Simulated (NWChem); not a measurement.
The numbers come from NWChem runs, not from measurements. System: CH$_{3}$, charge 0, spin multiplicity 2, at a geometry optimised with UB3LYP/def2-SVP. The structure started from a generated list of species. Its SCF solution wasn't tested for a lower state. Level: UHF/cc-pVQZ.

Input file:

```
start mol
memory heap 200 mb stack 900 mb global 1100 mb
geometry units angstroms nocenter noautoz
  C      0.000000     0.000000     0.000001
  H      0.000000     0.000000     1.090798
  H     -0.944657     0.000000    -0.545403
  H      0.944657     0.000000    -0.545403
  symmetry group C2v
end
basis spherical
  * library cc-pvqz
end
scf
  uhf
  nopen 1
  maxiter 100
  thresh 1e-7
  semidirect memsize 60000000 filesize 0
  # guess.movecs holds the orbitals of an unrestricted PBE0 run
  vectors input guess.movecs output mol.movecs
end
task scf energy
```

Output (cleaned and shortened):

```
             Northwest Computational Chemistry Package (NWChem) 7.3.0
             --------------------------------------------------------

                                NWChem Input Module
                                -------------------

 Scaling coordinates for geometry "geometry" by  1.889725989
 (inverse scale =  0.529177249)

 Turning off AUTOSYM since
 SYMMETRY directive was detected!

                             Geometry "geometry" -> ""
                             -------------------------

 Output coordinates in angstroms (scale by  1.889725989 to convert to a.u.)

  No.       Tag          Charge          X              Y              Z
 ---- ---------------- ---------- -------------- -------------- --------------
    1 C                    6.0000     0.00000000     0.00000000     0.00000100
    2 H                    1.0000     0.00000000     0.00000000     1.09079800
    3 H                    1.0000    -0.94465700     0.00000000    -0.54540300
    4 H                    1.0000     0.94465700     0.00000000    -0.54540300

 Effective nuclear repulsion energy (a.u.)       9.5725784505

            Nuclear Dipole moment (a.u.)
            ----------------------------
        X                 Y               Z
 ---------------- ---------------- ----------------
     0.0000000000     0.0000000000    -0.0000037795

      Symmetry information
      --------------------

 Group name             C2v
 Group number             16
 Group order               4
 No. of unique centers     3

      Symmetry unique atoms

     1    2    3


 Summary of "ao basis" -> "" (spherical)
 ------------------------------------------------------------------------------
       Tag                 Description            Shells   Functions and Types
 ---------------- ------------------------------  ------  ---------------------
 *                          cc-pvqz                   on all atoms

 Summary of "ao basis" -> "ao basis" (spherical)
 ------------------------------------------------------------------------------
       Tag                 Description            Shells   Functions and Types
[...]
    89     -1.753575  3 H  s                119     -1.753575  4 H  s
    14     -0.461797  1 C  pz                68     -0.343099  2 H  pz
    96     -0.181080  3 H  px               126      0.181080  4 H  px
    58      0.172338  2 H  s

 center of mass
 --------------
 x =   0.00000000 y =   0.00000000 z =   0.00000050

 moments of inertia (a.u.)
 ------------------
           6.423398222843           0.000000000000           0.000000000000
           0.000000000000          12.846740854204           0.000000000000
           0.000000000000           0.000000000000           6.423342631361

  Mulliken analysis of the total density
  --------------------------------------

    Atom       Charge   Shell Charges
 -----------   ------   -------------------------------------------------------
    1 C    6     6.26   1.99 -0.02  0.31  0.76  0.23  0.26  0.91  1.32  0.47  0.00  0.02  0.02  0.00  0.00  0.00
    2 H    1     0.91   0.07  0.30  0.43  0.07  0.00  0.02  0.02  0.00  0.00  0.00
    3 H    1     0.91   0.07  0.30  0.43  0.07  0.00  0.02  0.02  0.00  0.00  0.00
    4 H    1     0.91   0.07  0.30  0.43  0.07  0.00  0.02  0.02  0.00  0.00  0.00

  Mulliken analysis of the alpha density
  --------------------------------------

    Atom       Charge   Shell Charges
 -----------   ------   -------------------------------------------------------
    1 C    6     3.75   0.99 -0.01  0.16  0.42  0.13  0.17  0.60  0.90  0.36  0.00  0.01  0.01  0.00  0.00  0.00
    2 H    1     0.42   0.03  0.14  0.19  0.03  0.00  0.01  0.02  0.00  0.00  0.00
    3 H    1     0.42   0.03  0.14  0.19  0.03  0.00  0.01  0.02  0.00  0.00  0.00
    4 H    1     0.42   0.03  0.14  0.19  0.03  0.00  0.01  0.02  0.00  0.00  0.00

   Mulliken analysis of the beta density
   -------------------------------------

    Atom       Charge   Shell Charges
 -----------   ------   -------------------------------------------------------
    1 C    6     2.52   0.99 -0.01  0.14  0.34  0.10  0.09  0.31  0.42  0.11  0.00  0.01  0.01  0.00  0.00  0.00
    2 H    1     0.49   0.04  0.16  0.24  0.04  0.00  0.01  0.01  0.00  0.00  0.00
    3 H    1     0.49   0.04  0.16  0.24  0.04  0.00  0.01  0.01  0.00  0.00  0.00
    4 H    1     0.49   0.04  0.16  0.24  0.04  0.00  0.01  0.01  0.00  0.00  0.00

   Mulliken analysis of the spin density
   -------------------------------------

    Atom       Charge   Shell Charges
 -----------   ------   -------------------------------------------------------
    1 C    6     1.23  -0.00 -0.00  0.02  0.08  0.03  0.09  0.29  0.49  0.25 -0.00 -0.00  0.00 -0.00 -0.00  0.00
    2 H    1    -0.08  -0.00 -0.02 -0.05 -0.01  0.00  0.00  0.01  0.00  0.00  0.00
    3 H    1    -0.08  -0.00 -0.02 -0.05 -0.01  0.00  0.00  0.01  0.00  0.00  0.00
    4 H    1    -0.08  -0.00 -0.02 -0.05 -0.01  0.00  0.00  0.01  0.00  0.00  0.00

       Multipole analysis of the density wrt the origin
       ------------------------------------------------

     L   x y z        total         alpha         beta         nuclear
     -   - - -        -----         -----         ----         -------
     0   0 0 0     -0.000000     -5.000000     -4.000000      9.000000

     1   1 0 0     -0.000000     -0.000000     -0.000000      0.000000
     1   0 1 0     -0.000000     -0.000000     -0.000000      0.000000
     1   0 0 1     -0.000000      0.000000      0.000003     -0.000004

     2   2 0 0     -5.360927     -6.094926     -5.639471      6.373470
     2   1 1 0      0.000000      0.000000      0.000000      0.000000
     2   1 0 1      0.000000      0.000000     -0.000000      0.000000
     2   0 2 0     -6.712491     -4.678294     -2.034197      0.000000
     2   0 1 1      0.000000      0.000000     -0.000000      0.000000
     2   0 0 2     -5.360902     -6.094940     -5.639487      6.373525

 Task  times  cpu:        9.4s     wall:        9.4s

 Total times  cpu:        9.4s     wall:        9.4s
```
